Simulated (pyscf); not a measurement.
Structures and frequencies: ωB97X-D3(BJ)/def2-SVP in PySCF. Correlated levels are frozen-core, on RHF or UHF. ΔMP2 is the change of the MP2 total energy from the triple- to the quadruple-zeta basis.

Task: What is the homolytic dissociation enthalpy (298 K, CCSD(T)/def2-TZVPP + ΔMP2(QZVPP)) of the Ge–H bond of `[GeH2]=[GeH2]`, to [HGe=GeH₂]• + H•?

Result: Ge–H to [HGe=GeH₂]• + H•: 3.19 eV. The radicals are drawn with the spin at the cut bond; how far it spreads was not checked. H₂Ge=GeH₂ may be a fragile minimum: a first optimisation, from another start, lost the drawn bonds. Other isomers of [HGe=GeH₂]• were not searched in full and may lie lower. The CCSD(T) − MP2 part came from Ansatz, without density fitting, on the same reference. The frozen core leaves the outer d or s,p core shells of the metals and heavy elements correlated in the MP2 and CC values, and def2-TZVPP describes them poorly, which can shift differences by a few kcal/mol. Elements up to Kr have no core potential and no relativistic terms here.
